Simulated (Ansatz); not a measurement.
A made-up structure of Al₂BH₅, closed shell:

```
8
angstrom
Al -1.0834 1.3143 -0.8294
B 0.5870 0.4353 0.0914
Al 0.7814 -1.5385 0.7822
H -1.2685 1.2449 -2.4106
H 0.6348 -0.5128 -0.5577
H 1.5485 1.1486 0.2414
H 1.3028 -2.6901 -0.1880
H 0.3520 -1.9240 2.2676
```

It is relaxed with PBE-D4/def2-SVP and then PBE0-D4/def2-TZVP (Ansatz 0.2.0). Atoms count as bonded within 1.22 times the sum of their covalent radii (H–H: 0.88 Å). The end point is not checked to be a true minimum.

Problem. Does its bonding change? (Judge from chemistry; the calculation decides.)

Solution. By the calculation: Yes. Formed: Al1–Al3, Al1–H5, Al1–H7; broken: Al3–H5.

Where it ends: The first stage lowers the energy by 2.32 eV in 31 steps. It ends as Al₂BH₅ ([H]1[BH]2[AlH]3[H][AlH]123):
Al1  (-0.580, -0.022, -0.809)
B2  (1.042, 0.630, 0.261)
Al3  (0.814, -1.260, 0.918)
H4  (-1.473, 0.065, -2.115)
H5  (1.174, 0.514, -1.010)
H6  (1.469, 1.665, 0.661)
H7  (-0.182, -1.713, -0.499)
H8  (0.590, -2.401, 1.990)
(Å)

Labels in which every atom is bracketed show which atoms are joined, not bond orders.

For scale, one of the runs: PBE0-D4/def2-TZVP relaxation, 135 basis functions, launched by `ansatz run in.yaml --threads 2 --pin off --events-out ev --progress --plain --max-ram 4352MiB`. The run took about 21 s on 2 CPU threads of an Arm Neoverse V1 (shared host).
